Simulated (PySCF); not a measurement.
# B: electron affinity

B⁻ [He] 2s2 2p2 (3P) → B [He] 2s2 2p1 (2P), as a difference of total energies. All numbers are calculated (PySCF 2.14, the non-relativistic Hamiltonian (point nucleus), in aug-cc-pVTZ). Correlated levels: valence: 1s2 frozen. The calculations carry no spin-orbit coupling.

```json
{"method": "UHF", "electron affinity (eV)": "-0.305"}
{"method": "LDA", "electron affinity (eV)": "0.731"}
{"method": "PBE", "electron affinity (eV)": "0.608"}
{"method": "PBE0", "electron affinity (eV)": "0.472"}
{"method": "r2SCAN", "electron affinity (eV)": "0.584"}
{"method": "wB97X", "electron affinity (eV)": "0.230"}
{"method": "B97-3", "electron affinity (eV)": "0.324"}
{"method": "wB97X-V", "electron affinity (eV)": "0.231"}
{"method": "M06-L", "electron affinity (eV)": "0.261"}
{"method": "MP2 (valence)", "electron affinity (eV)": "0.208"}
{"method": "SCS-MP2 (valence)", "electron affinity (eV)": "0.061"}
```

Errors of the correlated levels include the incompleteness of this basis and the frozen core.

A negative affinity means that the anion lies above the atom at that level of theory.

In the anion the highest occupied orbital energy is positive at LDA, PBE, PBE0, r2SCAN, B97-3, M06-L, a self-interaction effect; the basis confines that electron, and the energy difference can still be sensible.

For comparison: 0.280 eV (measured; photodetachment measurements, as compiled on the Wikipedia data page of electron affinities).
